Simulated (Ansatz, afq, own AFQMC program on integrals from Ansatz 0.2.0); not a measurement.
Integrals from Ansatz 0.2.0, then the random walk in our own AFQMC program (afq).

```yaml
crystal:
  periodic: [false, false, false]
  atoms:
    - {symbol: Ge, position_ang: [0.000000, 0.000000, 0.000000]}
basis:
  gaussian: {orbitals: 6-31G}
magnetization: {spin_polarized: true, initial_magnetization: 2}
correlation: {method: ccsd_t, electrons: outside_noble_gas, hamiltonian_folder: ham}
```

```sh
$ ansatz run in.yaml --threads 1 --pin off --events-out ev --progress --plain --max-ram 16896MiB --backend cuda --devices 0, --max-vram 18GiB
```

Options of the walk:

```
--method free --trial cisd --walkers 4000 --time-step 0.03 --max-blocks 4000 --target-error 0.00014 --factor-cut 1e-05 --seed 3446 --times 0,0.3,0.6,1.2,1.8,2.4,3.6,4.8,6 --taylor-order 8
```

Times are imaginary, in 1/Eh. The walk had a cap of 61 s. Filled inner d shells are frozen with the cores.

afq prints:

```
orbitals 15  electrons 3 1  factors 89 of 195
reference energy -2074.98922128 Eh
CCSD correlation -0.02461280 Eh in 9 cycles, weight of the determinant in the CISD state 0.9746
repeat  energy at the last time / Eh  error
    10  -2075.014000  0.000002
    20  -2075.014000  0.000001
    30  -2075.014002  0.000001
time / (1/Eh)  energy / Eh  error  mean overlap
  0.00  -2075.013833  0.000000  1.0261
  0.30  -2075.013911  0.000001  1.0257
  0.60  -2075.013945  0.000001  1.0261
  1.20  -2075.013977  0.000001  1.0262
  1.80  -2075.013992  0.000001  1.0262
  2.40  -2075.013999  0.000001  1.0258
  3.60  -2075.014000  0.000001  1.0259
  4.80  -2075.013999  0.000001  1.0260
  6.00  -2075.014002  0.000001  1.0260
energy -2075.014002 +/- 0.000001 Eh
```

The run passed its tests (error under three times the target), which doesn't prove that it has relaxed.

Against this walk (error 0.0 meV) on the same determinant: CCSD(T) 1.1 meV higher, CCSDT(Q) 0.1 meV lower, full CI 0.1 meV lower (within the noise). The error is statistical, and a free projection of finite length keeps a remainder of its start.

Cautions: remainder of the start not in the error; no relativity below Rb; no spin-orbit coupling; inner d shell frozen.

The walk took 9.6 s on 1 × NVIDIA H100 80GB HBM3 with 2 threads of AMD EPYC 7R13 Processor (Zen 3), on a shared host (the card was shared). The log's last line is the free-projection energy.

CCSDT and higher add their correlation energy to the determinant of the CCSD(T) run, since their own runs factorise the integrals more tightly (a shift of under 2 meV). A walk keeps the symmetry of its determinant, which the program's search chose and which needn't be the lowest solution, so a lower state of the same spin and another symmetry isn't excluded.
